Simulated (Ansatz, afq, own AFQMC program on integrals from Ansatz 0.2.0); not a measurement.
Integrals from Ansatz 0.2.0, then the random walk in our own AFQMC program (afq).

```yaml
crystal:
  periodic: [false, false, false]
  atoms:
    - {symbol: B, position_ang: [0.000000, -0.080006, 0.000000]}
    - {symbol: H, position_ang: [0.000000, 0.429067, -1.077008]}
    - {symbol: H, position_ang: [0.000000, 0.429067, 1.077008]}
basis:
  gaussian: {orbitals: cc-pVDZ}
magnetization: {spin_polarized: true, initial_magnetization: 1}
correlation: {method: ccsd_t, electrons: outside_noble_gas, hamiltonian_folder: ham}
```

```sh
$ ansatz run in.yaml --threads 1 --pin off --events-out ev --progress --plain --max-ram 24576MiB --backend cuda --devices 0, --max-vram 18GiB
```

Options of the walk:

```
--method phaseless --trial hf --walkers 4000 --populations 20 --least-time 40 --time-step 0.005 --steps-per-block 20 --equilibration-blocks 112 --max-blocks 4000 --target-error 0.0007 --factor-cut 1e-05 --start spin_pure --seed 3279 --taylor-order 6
```

Times are imaginary, in 1/Eh. The walk had a cap of 49 s. With eight or more populations the least sampling time is a fifth of least-time, and the error comes from their spread.

afq prints:

```
orbitals 23  electrons 3 2  factors 165 of 219
reference energy -25.75295940 Eh
CCSD correlation -0.08620095 Eh in 10 cycles, weight of the determinant in the CISD state 0.9530
energy of the start -25.753006 Eh
 block  time / (1/Eh)  mean weight  energy / Eh
     1     0.100  1.0004  -25.769507
     2     0.200  1.0004  -25.782515
     3     0.300  1.0007  -25.792801
     4     0.400  1.0006  -25.800957
     5     0.500  1.0003  -25.807386
     7     0.700  1.0003  -25.816444
     9     0.900  1.0002  -25.822756
    13     1.300  1.0000  -25.830695
    21     2.100  1.0001  -25.838234
    29     2.900  1.0000  -25.838972
    37     3.700  0.9998  -25.840624
    45     4.500  0.9999  -25.839807
    53     5.300  1.0000  -25.837536
    61     6.100  1.0001  -25.840232
    69     6.900  0.9999  -25.840122
    77     7.700  1.0003  -25.842269
    85     8.500  0.9998  -25.839906
    93     9.300  0.9999  -25.839391
   101    10.100  1.0002  -25.838724
   109    10.900  1.0000  -25.842082
   117    11.700  1.0001  -25.842491
   125    12.500  0.9999  -25.840300
   133    13.300  1.0000  -25.841032
   141    14.100  0.9999  -25.839307
   149    14.900  0.9997  -25.839400
   157    15.700  1.0000  -25.838906
   165    16.500  0.9999  -25.837961
   173    17.300  0.9999  -25.840553
   181    18.100  0.9999  -25.841669
   189    18.900  0.9999  -25.841961
error from the spread of 20 populations
energy -25.840255 +/- 0.000358 Eh
(rows thinned)
```

The run passed its tests (sampling time, drift between the halves within three errors, error under three times the target), which doesn't prove that it has relaxed.

Against this walk (error 9.7 meV) on the same determinant: CCSD(T) 1.9 meV lower (within the noise), CCSDT(Q) 12.4 meV lower (within the noise), CCSDTQ 12.5 meV lower (within the noise), full CI 12.5 meV lower (within the noise), a separate phaseless walk with a CISD trial and standard settings 9.8 ± 9.8 meV lower (within the noise). The error is statistical and leaves out the bias of the constraint.

Cautions: constraint bias not in the error.

The walk took 16 s on 1 × NVIDIA H100 80GB HBM3 with 2 threads of AMD EPYC 7R13 Processor (Zen 3), with other jobs on the host (the card was shared). The log's last line is the phaseless energy.

CCSDT and higher add their correlation energy to the determinant of the CCSD(T) run, since their own runs factorise the integrals more tightly (a shift of under 2 meV). A walk keeps the symmetry of its determinant, which the program's search chose and which needn't be the lowest solution, so a lower state of the same spin and another symmetry isn't excluded.
